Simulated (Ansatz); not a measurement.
**Two structures, one formula**

The two ends of one reaction step of C₂H₈Si, singlet (PBE0-D4/def2-TZVP).

A:

```
atom    x (Å)    y (Å)    z (Å)
 Si1   0.6596   1.2677   0.3339
  C2   0.0637  -0.5036   0.5010
  C3  -0.7413  -0.9888  -0.7011
  H4  -1.6335  -0.3769  -0.8573
  H5   1.4451   1.6832   1.5282
  H6  -0.4980   2.1931   0.1856
  H7   1.5219   1.4128  -0.8719
  H8  -0.5332  -0.5770   1.4164
  H9   0.9386  -1.1435   0.6592
 H10  -1.0712  -2.0230  -0.5735
 H11  -0.1516  -0.9437  -1.6205
```

B:

```json
{"atom": "Si1", "x (Å)": "0.4251", "y (Å)": "1.9413", "z (Å)": "0.0161"}
{"atom": "C2", "x (Å)": "-0.0057", "y (Å)": "-1.7165", "z (Å)": "0.5409"}
{"atom": "C3", "x (Å)": "-0.7051", "y (Å)": "-1.5311", "z (Å)": "-0.5673"}
{"atom": "H4", "x (Å)": "-0.4291", "y (Å)": "1.6380", "z (Å)": "-1.1590"}
{"atom": "H5", "x (Å)": "0.7414", "y (Å)": "3.3944", "z (Å)": "0.0250"}
{"atom": "H6", "x (Å)": "-0.2960", "y (Å)": "1.5953", "z (Å)": "1.2659"}
{"atom": "H7", "x (Å)": "1.6905", "y (Å)": "1.1709", "z (Å)": "-0.0687"}
{"atom": "H8", "x (Å)": "-0.4611", "y (Å)": "-1.6347", "z (Å)": "1.5219"}
{"atom": "H9", "x (Å)": "1.0518", "y (Å)": "-1.9561", "z (Å)": "0.5134"}
{"atom": "H10", "x (Å)": "-1.7623", "y (Å)": "-1.2900", "z (Å)": "-0.5400"}
{"atom": "H11", "x (Å)": "-0.2495", "y (Å)": "-1.6115", "z (Å)": "-1.5484"}
```

Program: Ansatz 0.2.0. Basis: def2-TZVPP. Cores are frozen in the correlated methods. B3LYP uses VWN-RPA correlation.

Problem. Which structure is lower at CCSD(T), and by how much? (An estimate is asked for; the value comes from the calculation.)

Solution. The calculation gives: A, by 1.320 eV (electronic energy, against the other). By their contacts, A is C₂H₈Si (CC[SiH3]) and B is a complex of C₂H₄ (C=C) + SiH₄.

All methods give the same order:

| method | E(B) − E(A) (eV) |
| --- | --- |
| SPW92 | 1.725 |
| PBE-D4 | 1.423 |
| BLYP-D4 | 1.163 |
| r2SCAN-D4 | 1.445 |
| B97M-V | 1.385 |
| PBE0-D4 | 1.528 |
| B3LYP-D4 | 1.272 |
| r2SCAN0-D4 | 1.524 |
| BHLYP-D4 | 1.361 |
| CAM-B3LYP-D4 | 1.357 |
| wB97X-V | 1.456 |
| wB97M-V | 1.390 |
| B2PLYP | 1.298 |
| PBE-QIDH | 1.569 |
| RPA on PBE | 1.249 |
| HF | 1.141 |
| MP2 | 1.442 |
| CCSD | 1.325 |
| CCSD(T) | 1.320 |

No T1 diagnostic of these runs exceeds 0.011.

For scale, one of the runs: CCSD(T)/def2-TZVPP, 216 basis functions, launched by `ansatz run in.yaml --threads 2 --pin off --events-out ev --progress --plain --max-ram 4352MiB`. The run took 22 s on 2 CPU threads of an Intel Xeon 6975P-C (shared host), with 3.3 GiB of host memory at its peak.
